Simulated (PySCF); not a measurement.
# Relaxation of doublet SO₃⁻

Method: PySCF, UPBE0, basis S def2-SVPD, O def2-SVPD (no relativity, density fitting). A (50,194) grid was used.

A hand-made trigonal pyramidal start, of C3v symmetry, held to at least that symmetry:

```xyz
4
charge -1 multiplicity 2, angstrom
S     0.0000    0.0000   -0.4254
O     1.3332    0.0000    0.2835
O    -0.6666    1.1546    0.2835
O    -0.6666   -1.1546    0.2835
```

Optimiser trace:
| step | E − E(last) (kJ/mol) | largest gradient (Eh/bohr) |
| --- | --- | --- |
| 0 | 155.38 | 0.12773 |
| 1 | 6.65 | 0.03311 |
| 2 | 0.06 | 0.00286 |
| 3 | 0.00 | 0.00022 |
| 4 | 0.00 | 0.00001 |

It ends at C3v with S–O 1.505 Å (×3); O–S–O 113.8° (×3). A frequency run shows a minimum. Other isomers or separated fragments may lie lower.

The relaxation took of the order of 27 core-seconds on a shared host.
